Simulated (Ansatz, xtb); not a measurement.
## SiH2ClO (SMILES O[SiH]Cl): the electronic atomisation energy, rung by rung

SiH2ClO: 5 atoms, total charge 0, spin state doublet. As SMILES, `O[SiH]Cl`. The coordinates come from a PBE0-D4/def2-TZVP relaxation. This is one conformer, not always the lowest.

Quantity: the electronic atomisation energy, in eV. The values are calculated. Electronic energies at fixed atoms, without zero-point motion or spin-orbit coupling.

| level | kind | program | value (eV) |
| --- | --- | --- | --- |
| GFN2-xTB | semi-empirical | xtb | 21.37 |
| GFN0-xTB | semi-empirical | xtb | 17.71 |
| GFN1-xTB | semi-empirical | xtb | 27.34 |
| UHF/STO-3G | Hartree–Fock | Ansatz | 12.55 |
| UHF/3-21G | Hartree–Fock | Ansatz | 9.08 |
| U-revPBE/STO-3G | GGA | Ansatz | 18.06 |
| UBLYP/STO-3G | GGA | Ansatz | 18.32 |
| UPBE/STO-3G | GGA | Ansatz | 18.71 |
| U-r2SCAN/STO-3G | meta-GGA | Ansatz | 18.26 |
| U-r2SCAN0/STO-3G | hybrid meta-GGA | Ansatz | 17.59 |

The values span 9.08 to 27.34 eV. The xTB rows lack spin polarisation, so open shells miss the exchange term that lowers them. All rows use very small basis sets, so even the best lies far from the true value.
